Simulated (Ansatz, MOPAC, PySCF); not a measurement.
# How well does each level of theory give the band gap of cubic BN?

Reference value: 6.2 eV (measured, 300 K, not corrected to a static lattice; as tabulated in arXiv:1206.3780).

```json
[
 {"level (code)": "PM3 semi-empirical Hartree-Fock (MOPAC)", "value (eV)": "10.27", "cell (Å³/atom)": "6.84"},
 {"level (code)": "PBE (Ansatz)", "value (eV)": "4.47 (indirect)", "cell (Å³/atom)": "5.91"},
 {"level (code)": "r²SCAN-D4 (Ansatz)", "value (eV)": "…", "cell (Å³/atom)": "5.85"},
 {"level (code)": "Hartree–Fock (Ansatz)", "value (eV)": "13.72 (indirect)", "cell (Å³/atom)": "5.91"},
 {"level (code)": "G0W0@PBE0 (PySCF)", "value (eV)": "7.01 ± 0.07", "cell (Å³/atom)": "5.91"}
]
```

Some entries are withheld; supply them.


- r²SCAN-D4 (Ansatz, a quantum-chemistry and plane-wave program), value (eV): 5.01 (indirect)

Differences against the reference: PM3 semi-empirical Hartree-Fock (MOPAC) +4.07 eV, PBE -1.73 eV, r²SCAN-D4 -1.19 eV, Hartree–Fock +7.52 eV, G0W0@PBE0 +0.81 eV.

Leaving aside PM3 semi-empirical Hartree-Fock (MOPAC) (doubt noted below): Once the reference is moved by up to 0.43 eV (a margin picked here for doubts on the reference and the settings, and for temperature and zero-point motion) and values within 0.03 eV count as equal, the nearest can be G0W0@PBE0 (+0.81 eV) or r²SCAN-D4 (-1.19 eV). Among them Hartree–Fock (+7.52 eV) misses by most.

Semilocal Kohn–Sham gaps run low as a rule, and all computed gaps are for a static lattice, while measured ones hold electron–phonon shifts unless said otherwise.  A ± on a computed value is a rough bar: the spread of its extrapolation, a floor set from checks against published values, or a statistical error. PM3 semi-empirical Hartree-Fock (MOPAC): the gap is read on the k mesh or supercell of the run alone and can be too large. PM3 semi-empirical Hartree-Fock (MOPAC): the method was fitted mainly to molecules. PM3 semi-empirical Hartree-Fock (MOPAC): gaps of these semi-empirical methods are Hartree–Fock-like level differences, and their formation enthalpies are fitted 298 K values. Values are at the measured cell; PM3 semi-empirical Hartree-Fock (MOPAC) at the level's own relaxed cell; r²SCAN-D4 at the level's own equilibrium cell. Cutoffs and k meshes differ between the levels. Ansatz's density-functional and Hartree–Fock values are scalar-relativistic unless marked +SOC, with PAW data made under PBE.

Differences are worked out from the printed values.
